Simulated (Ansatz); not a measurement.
A made-up structure of CH$_{2}$NSi, doublet:

```
5
angstrom
C -0.4796 0.6226 -0.3993
Si 0.5720 -0.7427 0.4763
N 1.5474 -2.0087 1.2884
H -0.3821 1.7887 -0.0794
H -1.2577 0.3401 -1.2861
```

It is relaxed with PBE-D4/def2-SVP and then PBE0-D4/def2-TZVP (Ansatz 0.2.0). Atoms count as bonded within 1.22 times the sum of their covalent radii (H–H: 0.88 Å). The end point is not checked to be a true minimum.

Problem. Does its bonding change? (A judgement: the text doesn't fix the answer.)

Solution. Computed: No: no bond forms or breaks.

Where it ends: The first stage lowers the energy by 1.12 eV in 5 steps. It ends as CH₂NSi ([CH2][Si][N]):
```tsv
atom	x (Å)	y (Å)	z (Å)
C1	-0.4282	0.5558	-0.3565
Si2	0.5108	-0.6632	0.4255
N3	1.3818	-1.7936	1.1503
H4	-0.3414	1.5969	-0.0710
H5	-1.1230	0.3040	-1.1482
```

Labels in which every atom is bracketed show which atoms are joined, not bond orders.

For scale, one of the runs: PBE0-D4/def2-TZVP relaxation, 111 basis functions, launched by `ansatz run in.yaml --threads 2 --pin off --events-out ev --progress --plain --max-ram 4352MiB`. Hardware: 2 CPU threads of an AMD EPYC 7B13, shared host. Wall time about 11 s.
